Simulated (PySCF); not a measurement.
An element was calculated at PBE (PySCF 2.14, non-relativistic, a double-zeta basis, no spin-orbit coupling), in the ground configurations that NIST lists.

| Item | Value |
| --- | --- |
| electron affinity | 0.869 eV |
| first ionisation energy | 10.506 eV |
| second ionisation energy | 19.761 eV |
| third ionisation energy | 30.185 eV |
| polarisability of the atom | 26.3 bohr³ |

Task: Which element is it?

Result: Phosphorus (P, Z = 15), in dyall-av2z. NIST lists 10.487, 19.769, 30.203 eV for these ionisation energies.
